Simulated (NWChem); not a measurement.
System meant: C2H6O cation, doublet; SMILES of the neutral closed-shell parent CCO

The following NWChem deck was run.

```
start job
memory heap 200 mb stack 900 mb global 1100 mb
charge 1
geometry units angstroms noautoz
  C      0.254753    -1.222885    -0.000774
  C     -0.464547     0.073468    -0.001179
  O      0.197078     1.238215     0.001631
  H     -0.466672    -2.051505    -0.004419
  H      0.891217    -1.327976     0.896186
  H      0.897908    -1.325789    -0.893137
  H     -1.281408     0.197516    -0.797169
  H     -1.287566     0.196025     0.787898
  H      1.175330     1.142413     0.000599
end
basis spherical
  C library def2-svp
  O library def2-svp
  H library def2-svp
end
dft
  odft
  mult 2
  xc xpbe96 cpbe96
  iterations 4
  mulliken
end
task dft energy
```

End of the output:

```
     --------------------------
     Expectation value of S2:
     --------------------------
      <S2> =      0.7518 (Exact =     0.7500)

 center of mass
 --------------
 x =   0.00785461 y =   0.12716111 z =   0.00019566

 moments of inertia (a.u.)
 ------------------
         194.416278800233           0.000000000000          -0.000000000000
           0.000000000000          47.832698958904          -0.000000000000
          -0.000000000000          -0.000000000000         221.683429916209

     Multipole analysis of the density
     ---------------------------------

     L   x y z        total         alpha         beta         nuclear
     -   - - -        -----         -----         ----         -------
     0   0 0 0      1.000000    -13.000000    -12.000000     26.000000

     1   1 0 0      0.034719      0.328714     -0.293995      0.000000
     1   0 1 0     -0.139014     -0.552901      0.413887      0.000000
     1   0 0 1     -0.003245     -0.000542     -0.002703     -0.000000

     2   2 0 0     -7.967175    -20.517383    -17.705294     30.255502
     2   1 1 0      0.956319      0.969632      0.839103     -0.852416
     2   1 0 1     -0.001109     -0.004429      0.005086     -0.001765
     2   0 2 0    -10.419051    -61.288201    -57.697306    108.566456
     2   0 1 1     -0.007690      0.001595     -0.001040     -0.008246
     2   0 0 2    -11.876239    -12.070640    -10.008531     10.202933

 ------------------------------------------------------------------------
 dft energy failed                                                                                  0
 ------------------------------------------------------------------------
 ------------------------------------------------------------------------
  current input line :
    27: task dft energy
 ------------------------------------------------------------------------
 ------------------------------------------------------------------------
 This type of error is most commonly associated with calculations not reaching convergence criteria
 ------------------------------------------------------------------------
 For more information see the NWChem manual at https://nwchemgit.github.io

0:dft energy failed:Received an Error in Communication
```

Problem. Can this run be used? If not, why, and what is the fix?

Solution. The run did not converge; its last values are not results. Cause: the SCF was allowed too few iterations. This input runs:
```
start job
memory heap 200 mb stack 900 mb global 1100 mb
charge 1
geometry units angstroms noautoz
  C      0.254753    -1.222885    -0.000774
  C     -0.464547     0.073468    -0.001179
  O      0.197078     1.238215     0.001631
  H     -0.466672    -2.051505    -0.004419
  H      0.891217    -1.327976     0.896186
  H      0.897908    -1.325789    -0.893137
  H     -1.281408     0.197516    -0.797169
  H     -1.287566     0.196025     0.787898
  H      1.175330     1.142413     0.000599
end
basis spherical
  * library def2-svp
end
dft
  odft
  mult 2
  xc xpbe96 cpbe96
  iterations 150
  mulliken
end
task dft energy
```
It converges to -154.36667 Ha (PBE/def2-SVP, spin-unrestricted).
